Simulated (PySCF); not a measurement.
# C4H7ClO: the cost of one run

Computed with PySCF 2.14.0, with density-fitted response routines of our own, on a single molecule in the gas phase. Atoms count from 0, in the outputs and in this text.

### 1 The molecule as given

13 atoms, charge 0, multiplicity 1; geometry from: GFN2-xTB. The atoms were then displaced at random by about 0.01 Å, so the start is not that level's minimum.

Bonds of the start (Å): C0–C1 1.56, C1–C2 1.54, C1–C3 1.52, C3–O4 1.19, C3–Cl5 1.75, C0–H6 1.07, C0–H7 1.08, C0–H8 1.08, C1–H9 1.11, C2–H10 1.09, C2–H11 1.08, C2–H12 1.09.

### 2 Optimising the geometry at PBE0-D3(BJ)/def2-SVP

The job: settings as JSON, then the geometry in Å.

```
{"job": {"xc": "PBE0", "basis": "def2-SVP", "d3": "d3bj", "grid": 1, "shake": 0.01, "kind": "geom"}, "charge": 0, "multiplicity": 1}
C      0.899590    -1.017010    -0.361250
C     -0.011850    -0.005760     0.399440
C     -1.476560    -0.073680    -0.078840
C      0.567580     1.383020     0.182780
O      0.088570     2.249970    -0.483800
Cl     2.060430     1.639680     1.054560
H      0.519310    -2.004280    -0.214120
H      1.922390    -0.933440    -0.021600
H      0.855790    -0.763820    -1.410520
H      0.052550    -0.233960     1.479540
H     -2.079980     0.635890     0.485630
H     -1.844110    -1.070660     0.096190
H     -1.547870     0.177170    -1.138340
```

Started as:

```console
> OMP_NUM_THREADS=1 python probes_run.py task.json out
```

The driver reads the jobs from task.json and runs them one after another.

Q: Estimate the wall time and peak memory of this first job on 1 thread of Arm Neoverse V1, shared host.

About 60 s, with a peak of 0.52 GiB.
